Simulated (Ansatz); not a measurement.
# CHSi (quartet): the correlation ladder at distance Si1–C2 = 1.682 Å, 6-31G

Aim: climb from Hartree-Fock through coupled cluster and multireference methods for CHSi (quartet) at one geometry and basis, and see what each rung misses.

The runs use Ansatz 0.2.0, Gaussian basis; 6-31G, core rule «outside noble gas», up to 6 orbitals frozen.

The runs, in order: UHF; CCSD(T) on ROHF; CCSD(T) on UHF; BCCD(T) on ROHF; CISD; CCSDT(Q) on ROHF; CCSDT(Q) on UHF; CCSDTQ on ROHF; CCSDTQ on UHF; CASSCF and MRCISD+Q, 5 electrons in 5 orbitals; CASSCF and NEVPT2, 5 electrons in 5 orbitals; CASSCF and MRCISD+Q, 9 electrons in 9 orbitals; CASSCF and NEVPT2, 9 electrons in 9 orbitals; Full CI.

4 further runs of the same task are left out: 4 that didn't finish.

### 1 The system

The geometry derives from a PBE0/def2-TZVP stationary point (not a proven minimum). One bond is set to the value named and the two fragments are kept rigid.

3 atoms, charge 0, spin multiplicity 4.

Atoms are counted from 1 here; the program's logs count them from 0.

Bond lengths: Si1–C2 1.682 Å, C2–H3 1.096 Å. Angles: Si1–C2–H3 133.1°.

### 2 UHF

File in.yaml:

```yaml
crystal:
  periodic: [false, false, false]
  atoms:
    - {symbol: Si, position_ang: [0.000000, 0.026931, 0.550792]}
    - {symbol: C, position_ang: [0.000000, -0.114894, -1.125219]}
    - {symbol: H, position_ang: [0.000000, 0.618678, -1.939196]}
basis:
  gaussian: {orbitals: 6-31G}
magnetization: {spin_polarized: true, initial_magnetization: 3}
hamiltonian: {xc: hf}
output: {orbitals: {seedname: orbitals}}
```

Run with:

```sh
$ ansatz run in.yaml --threads 1 --pin off --events-out ev --progress --plain --max-ram 2560MiB --backend cpu
```

After this run come: CCSD(T) on ROHF; CCSD(T) on UHF; BCCD(T) on ROHF; CISD; CCSDT(Q) on ROHF; CCSDT(Q) on UHF; CCSDTQ on ROHF; CCSDTQ on UHF; CASSCF and MRCISD+Q, 5 electrons in 5 orbitals; CASSCF and NEVPT2, 5 electrons in 5 orbitals; CASSCF and MRCISD+Q, 9 electrons in 9 orbitals; CASSCF and NEVPT2, 9 electrons in 9 orbitals; Full CI.

Before running them: what should the planned runs give, taken together? Wanted: FCI below the RHF energy; RMP2 from FCI; UMP2 from FCI; RCCSD from FCI; RCCSD(T) from FCI; UCCSD(T) from FCI; RCCSDT(Q) from FCI; UCCSDT(Q) from FCI; MRCISD+Q pair from FCI.

As calculated:

| quantity | value |
| --- | --- |
| FCI below the RHF energy | -2.8362 eV |
| RMP2 from FCI | +16.96 kcal/mol |
| UMP2 from FCI | +16.47 kcal/mol |
| RCCSD from FCI | +1.70 kcal/mol |
| RCCSD(T) from FCI | +0.50 kcal/mol |
| UCCSD(T) from FCI | +0.51 kcal/mol |
| RCCSDT(Q) from FCI | +0.01 kcal/mol |
| UCCSDT(Q) from FCI | 0.00 kcal/mol |
| MRCISD+Q pair from FCI | +0.16 kcal/mol |
| NEVPT2 valence from FCI | +7.54 kcal/mol |
| MRCISD+Q valence from FCI | +0.33 kcal/mol |
| levels within 1 kcal/mol (43 meV) | RCCSD(T), UCCSD(T), BCCD(T), RCCSDT, UCCSDT, RCCSDT(Q), UCCSDT(Q), RCCSDTQ, UCCSDTQ, MRCISD+Q pair, MRCISD+Q valence |
| T1 diagnostic | 0.031 |
| effectively unpaired electrons | 3.04 |

RCCSD(T) misses by +0.50 kcal/mol, 0.8 % of the correlation energy. One determinant dominates. Of the multireference levels listed MRCISD+Q pair comes nearest in total energy (+0.16 kcal/mol), which doesn't show that its space is the better one. These misses are within one basis, not against nature; the frozen cores of restricted and unrestricted runs differ, which can shift their rows.
